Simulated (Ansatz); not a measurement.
Correlation energies of AlCl₂H (`[Cl][AlH][Cl]`) by basis set

Cartesian coordinates in Å:
```
Cl 0.908 1.082 1.433
Al 0.080 -0.043 -0.111
Cl -1.943 -0.523 -0.003
H 0.954 -0.516 -1.318
```

Charge 0, multiplicity 1. The geometry is a stationary point of PBE0-D4/def2-TZVP. Frozen core, restricted reference, Ansatz. CBS rows extrapolate triple and quadruple zeta.

```
      basis      HF (Eh)  MP2 corr.  CCSD corr.       (T)  CCSD(T) total
   def2-SVP  -1161.27942   -0.32231    -0.35475  -0.00681    -1161.64098
 def2-TZVPP  -1161.68041   -0.44893    -0.48904  -0.01958    -1162.18903
 def2-QZVPP  -1161.71302   -0.49511    -0.53214  -0.02356    -1162.26872
  CBS(def2)  -1161.71751   -0.52932    -0.56408  -0.02651    -1162.30810
cc-pV(D+d)Z  -1161.65843   -0.33299    -0.36773  -0.00805    -1162.03421
cc-pV(T+d)Z  -1161.70196   -0.44839    -0.48870  -0.01958    -1162.21024
cc-pV(Q+d)Z  -1161.71196   -0.49375    -0.53103  -0.02346    -1162.26645
    CBS(cc)  -1161.71497   -0.52605    -0.56116  -0.02622    -1162.30235
```
